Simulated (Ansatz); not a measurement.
SiH$_{4}$, closed shell: at a first-order saddle point.

Input (in.yaml):

```yaml
crystal:
  periodic: [false, false, false]
  atoms:
    - {symbol: Si, position_ang: [0.227672, 0.605015, -0.067304]}
    - {symbol: H, position_ang: [-0.034517, -0.386717, -1.195139]}
    - {symbol: H, position_ang: [-0.320366, -0.928680, -0.221286]}
    - {symbol: H, position_ang: [-1.071637, 0.771069, 0.640083]}
    - {symbol: H, position_ang: [1.198848, -0.060688, 0.843646]}
basis:
  gaussian: {orbitals: def2-TZVPP}
hamiltonian: {xc: {name: PBE-QIDH}}
```

Command:

```bash
ansatz run in.yaml --threads 2 --pin off --events-out ev --progress --plain --max-ram 4352MiB
```

What Ansatz 0.2.0 printed:

```
Functional definition: PBE-QIDH
  name "PBE-QIDH"
  cite "Brémond, Sancho-García, Pérez-Jiménez & Adamo, J. Chem. Phys. 141, 031101 (2014) doi:10.1063/1.4890314"
  cite "Perdew, Burke & Ernzerhof, Phys. Rev. Lett. 77, 3865 (1996) doi:10.1103/PhysRevLett.77.3865"
  parameter a = 3^(-1/3)
  parameter c = 1/3
  exchange = (1 - a)*pbe_x + a*exact_x
  correlation = (1 - c)*pbe_c + c*(mp2_os + mp2_ss)
542 factors; integrals over basis functions are off by at most 1.2e-3 eV
mean field evaluation 1: about -7932.1570 eV, gradient 8.1e0 eV
mean field evaluation 2: about -7932.1578 eV, gradient 8.0e0 eV
mean field evaluation 4: about -7932.4405 eV, gradient 7.0e-1 eV
mean field evaluation 8: about -7932.4427 eV, gradient 9.5e-3 eV
mean field evaluation 16: about -7932.4427 eV, gradient 4.2e-6 eV
mean field -7932.44270359 eV, -291.5118925541 hartree, gradient 4.2e-6 eV, S^2 0.000000; 0 other end points of the search recorded, 0 dependent functions left out
5 core orbitals not correlated: weight in the atoms' cores, before any rotation towards them, 1.000 or more for the frozen orbitals, at most 0.000 for the correlated occupied ones
reference -7932.44271366 eV, -291.5118929243 hartree; 4, 4 occupied and 89, 89 virtual orbitals, 542 factors
second order -5.21402866 eV of doubles, -0.00000000 eV of singles
Total energy: -7934.18072322 eV, -291.5757635973 hartree
```

Hardware: 2 CPU threads of an Arm Neoverse V1, shared host. Wall time about 0.85 s.
